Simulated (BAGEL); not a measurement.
Worked example: vertical ionisation energy of C5H10O (3-pentanone)

C5H10O has 16 atoms, charge 0, and is taken as a singlet. SMILES: `CCC(=O)CC`. The coordinates come from a PBE0-D4/def2-TZVP relaxation. This is one conformer, not always the lowest.

Both states at this one shape; open shells run unrestricted unless said. 1 Eh = 27.2114 eV.

| level | program | singlet C5H10O (Eh) | doublet C5H10O+ (Eh) | HOMO of the first (eV) |
| --- | --- | --- | --- | --- |
| HF/ANO-RCC-MB (DKH2, density fitting with tzvpp-jkfit) | BAGEL | -269.843947 | -269.485294 | -12.28 |
| HF/ANO-RCC-VDZP (DKH2, density fitting with tzvpp-jkfit) | BAGEL | -270.255501 | -269.954532 | -11.06 |

Problem. Work out the vertical ionisation energy at each level.

Solution. 
1. HF/ANO-RCC-MB (DKH2, density fitting with tzvpp-jkfit): -269.485294 − (-269.843947) = 0.358653 Eh = 9.76 eV; −ε(HOMO) = 12.28 eV.
2. HF/ANO-RCC-VDZP (DKH2, density fitting with tzvpp-jkfit): -269.954532 − (-270.255501) = 0.300969 Eh = 8.19 eV; −ε(HOMO) = 11.06 eV.

No measured value is set beside it here; the levels span 8.19 to 9.76 eV. In Hartree–Fock, −ε(HOMO) (Koopmans) exceeds the difference of totals by the orbital relaxation of the ion. Minimal sets are far from the basis-set limit.
